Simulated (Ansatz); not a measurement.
`COC(C)(F)Cl` + H₂ → `CC(F)Cl` + CH₃OH at 500 K and 1 bar (hydrogenolysis of a C–O bond).

Gas-phase electronic energies from Ansatz, PBE0-D4/def2-TZVP geometries. CCSD(T)/CBS is the MP2 limit (def2-TZVPP, def2-QZVPP) plus CCSD(T) − MP2 in def2-TZVPP, frozen cores. This one scheme is used for every species. Each species was taken in one conformer, which may not be the lowest.

```tsv
species	CCSD(T)/CBS energy (Eh)	H − E (kJ/mol)	S (J/(mol·K))
`COC(C)(F)Cl`	-752.50251	286.7	411.7
H₂	-1.17544	41.0	145.5
`CC(F)Cl`	-638.08166	186.5	335.7
CH₃OH	-115.61712	157.0	265.4
```

H − E and S are ideal-gas, rigid-rotor, harmonic terms from PBE0-D4/def2-TZVP, for one conformer and one mirror image of each species. The MP2-based limit puts H₂ 0.8 mEh under its directly extrapolated value; such offsets cancel only in part. 1 Eh = 2625.50 kJ/mol, R = 8.31446 J/(mol·K).

Problem. By hand: ΔE, ΔH, ΔS and ΔG.

Solution. ΔE = (-638.08166) + (-115.61712) − (-752.50251) − (-1.17544) = -0.02083 Eh = -54.7 kJ/mol. Δ(H − E) = 186.5 + 157.0 − 286.7 − 41.0 = 15.8, so ΔH = -38.9 kJ/mol. ΔS = 335.7 + 265.4 − 411.7 − 145.5 = 43.9 J/(mol·K). ΔG = -38.9 − 500 × (43.9)/1000 = -60.8 kJ/mol.

Problem. By hand: the equilibrium constant, and the temperature at which ΔG would vanish if ΔH and ΔS stayed fixed.

Solution. log₁₀ K = −ΔG/(RT ln 10) = 6.4. ΔH and −TΔS have one sign here, so there is no such temperature.

TΔS isn't small against ΔH here. A doubt of 5 kJ/mol in ΔE shifts log₁₀ K by 0.5 here. Other conformers and mirror images would add mixing entropy, several J/(mol·K) or more a flexible species. These are equilibria of isolated gas molecules and say nothing of rates. Largest T1 diagnostic: 0.011 (customary marks: 0.02 for closed shells, 0.045 for open ones).
